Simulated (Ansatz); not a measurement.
**What a trial cell of YW relaxes into**

All numbers below come from DFT PBE, scalar-relativistic, plane waves, PAW in Ansatz 0.2.0. Cutoff 420 eV, Γ-centred k mesh, Gaussian smearing, no spin polarisation in the final step.

YW was placed on the rock salt structure type (Fm-3m, No. 225), with Y in place of Na, W in place of Cl, at a guessed volume.

```
Y W
1.0
     0.00000    2.78907    2.78907
     2.78907    0.00000    2.78907
     2.78907    2.78907    0.00000
Y W
1 1
Direct
  0.00000 0.00000 0.00000
  0.50000 0.50000 0.50000
```

Cell and atoms relax at zero pressure; the relaxation can't lower the symmetry of the start. After a coarse first stage the cell is made exact in the group found at 0.06 Å.

Formation energies are uncorrected and refer to the elements' standard structures at the same level.

Describe the relaxed structure.

It keeps Fm-3m (No. 225). The result has the rock salt structure. Conventional cell: a = 5.832 Å. Y has 6 W at 2.92 Å; around W lie 6 Y at 2.92 Å.

```cif
data_structure
_symmetry_space_group_name_H-M 'Fm-3m'
_symmetry_Int_Tables_number 225
_cell_length_a 5.8317
_cell_length_b 5.8317
_cell_length_c 5.8317
_cell_angle_alpha 90.000
_cell_angle_beta 90.000
_cell_angle_gamma 90.000
_cell_volume 198.33
loop_
_atom_site_label
_atom_site_type_symbol
_atom_site_symmetry_multiplicity
_atom_site_Wyckoff_symbol
_atom_site_fract_x
_atom_site_fract_y
_atom_site_fract_z
_atom_site_occupancy
Y1 Y 4 a 0.00000 0.00000 0.00000 1
W1 W 4 b 0.50000 0.00000 0.00000 1
```

What are its volume, energy, density and gap?

The volume per atom is 24.79 Å³. The density is 9.13 g/cm³. The energy over the elements is 1.82 eV/atom and the gap on the 16×16×16 mesh is 0 eV (a metal).

The final run used a 16×16×16 mesh on its 2-atom cell and 0.10 eV smearing. The k mesh leaves about 4 meV/atom of noise in metals. Spin–orbit coupling is left out. A structure relaxed within its symmetry needn't be a true minimum. The steps took of the order of 14 core-seconds in all.

Cost: 3 runs of about 0.24 core-minutes in all, on Intel Xeon 6975P-C (Granite Rapids) (shared hosts).